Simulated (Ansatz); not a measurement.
The input, for Ansatz 0.2.0:

```yaml
crystal:
  periodic: [false, false, false]
  atoms:
    - {symbol: Ge, position_ang: [-0.054576, -0.034702, 0.616760]}
    - {symbol: O, position_ang: [0.164100, 0.199044, -2.739009]}
    - {symbol: H, position_ang: [0.731971, -1.293024, 1.088492]}
    - {symbol: H, position_ang: [0.599973, 1.272353, 1.118809]}
    - {symbol: H, position_ang: [-0.003632, -0.637941, -3.178520]}
basis:
  gaussian: {orbitals: cc-pVDZ}
magnetization: {spin_polarized: true, initial_magnetization: 1}
hamiltonian: {xc: {name: B97M-V}}
```

```sh
$ ansatz run in.yaml --threads 1 --pin off --events-out ev --progress --plain --max-ram 2393MiB
```

(1) Roughly how long does this take on 1 thread of Arm Neoverse V1, shared host, and how much host memory?

```
  # Of w^i u^j: cxij and so on, Table III.
  gx(w, u) = cx00 + cx01*u + cx02*u^2 + (cx10 + cx11*u)*w
  gss(w, u) = css00 + css02*u^2 + css10*w + (css32*w^3 + css42*w^4)*u^2
  gos(w, u) = cos00 + cos01*u + cos03*u^3 + cos10*w + cos32*w^3*u^2
      + integral(e_c_pw_mod_opposite_spin*gos(b97_w_opposite, b97_u_opposite)) + vv10(b, c)
684 factors; their error is unknown
mean field evaluation 1: about -58585.8901 eV, gradient 4.6e1 eV
mean field evaluation 2: about -58305.5108 eV, gradient 1.1e2 eV
mean field evaluation 4: about -58592.6592 eV, gradient 2.4e1 eV
mean field evaluation 8: about -58592.6606 eV, gradient 2.4e1 eV
mean field evaluation 16: about -58597.7691 eV, gradient 2.5e-5 eV
mean field evaluation 32: about -58597.6184 eV, gradient 9.8e-1 eV
mean field -58597.76912098 eV, -2153.4282962015 hartree, gradient 9.2e-6 eV, S^2 0.830076; 5 other end points of the search recorded, 0 dependent functions left out
reference -58597.76916575 eV, -2153.4282978468 hartree; 22, 21 occupied and 34, 35 virtual orbitals, 684 factors
Total energy: -58597.76916575 eV, -2153.4282978468 hartree
```

Results:

(1) 22 s wall and 0.24 GiB.
